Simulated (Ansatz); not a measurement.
A made-up structure of SiH$_{3}$SO, doublet:

O1  (0.366, -1.992, 1.165)
S2  (1.248, -0.969, 0.481)
Si3  (-0.188, 0.511, -0.291)
H4  (-1.101, -0.179, -1.232)
H5  (0.610, 1.556, -0.981)
H6  (-0.105, -2.221, 1.981)
(Å)

It is relaxed with PBE-D4/def2-SVP and then PBE0-D4/def2-TZVP (Ansatz 0.2.0). Atoms count as bonded within 1.22 times the sum of their covalent radii (H–H: 0.88 Å). The end point is not checked to be a true minimum.

Q: Does its bonding change? (A judgement: the text doesn't fix the answer.)

A: Computed: No: no bond forms or breaks.

Where it ends: The first stage lowers the energy by 1.10 eV in 9 steps. It ends as SiH₃SO ([OH][S][SiH2]):
O1  (0.227, -2.145, 1.073)
S2  (1.210, -0.917, 0.511)
Si3  (-0.232, 0.432, -0.282)
H4  (-1.069, -0.205, -1.341)
H5  (0.617, 1.520, -0.848)
H6  (0.076, -1.979, 2.010)
(Å)

Labels in which every atom is bracketed show which atoms are joined, not bond orders.

For scale, one of the runs: PBE0-D4/def2-TZVP relaxation, 123 basis functions, launched by `ansatz run in.yaml --threads 2 --pin off --events-out ev --progress --plain --max-ram 4352MiB`. Hardware: 2 CPU threads of an Arm Neoverse V2, shared host. Wall time about 21 s.
